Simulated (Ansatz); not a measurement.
A made-up structure of CH₃OS (charge -1), singlet:

O1  (0.834, -0.091, -2.090)
C2  (-0.898, 1.157, 1.117)
S3  (0.131, -0.642, -0.632)
H4  (0.866, -0.901, 0.482)
H5  (-1.159, -1.066, -0.563)
H6  (0.066, 1.486, 1.411)
(Å)

It is relaxed with PBE-D4/def2-SVPD and then PBE0-D4/def2-TZVPD (Ansatz 0.2.0). Atoms count as bonded within 1.22 times the sum of their covalent radii (H–H: 0.88 Å). The end point is not checked to be a true minimum.

Does its bonding change? (A judgement: the text doesn't fix the answer.)

The calculation gives: Yes. Formed: C2–S3; broken: none.

Where it ends: The first stage lowers the energy by 4.14 eV in 14 steps. It ends as CH₃OS ([CH][SH2][O]), total charge -1:
```tsv
atom	x (Å)	y (Å)	z (Å)
O1	0.6916	-0.0023	-1.5533
C2	-0.6911	0.8571	0.7010
S3	-0.0330	-0.1943	-0.2658
H4	0.8412	-1.1902	0.2697
H5	-1.0382	-1.0731	-0.5210
H6	0.0691	1.5443	1.0954
```

Labels in which every atom is bracketed show which atoms are joined, not bond orders.

For scale, one of the runs: PBE0-D4/def2-TZVPD relaxation, 150 basis functions, launched by `ansatz run in.yaml --threads 2 --pin off --events-out ev --progress --plain --max-ram 4352MiB`. The run took about 20 s on 2 CPU threads of an Arm Neoverse V2 (shared host).
